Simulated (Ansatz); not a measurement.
**How the width of the whole s-p valence band of 2H-SiC moves with the method**

No measured value is used here.

```csv
level (code),value (eV)
LDA (Ansatz),15.49
PBE (Ansatz),15.58
r²SCAN (Ansatz),?
r²SCANh (Ansatz),16.90
Hartree–Fock (Ansatz),21.70
```

Fill in the missing entries.


- r²SCAN (Ansatz, a quantum-chemistry and plane-wave program), value (eV): 16.36

Widths are read from band energies on the run's k points.  Values are at the measured cell. Cutoffs and k meshes differ between the levels. Ansatz's density-functional and Hartree–Fock values are scalar-relativistic unless marked +SOC, with PAW data made under PBE.
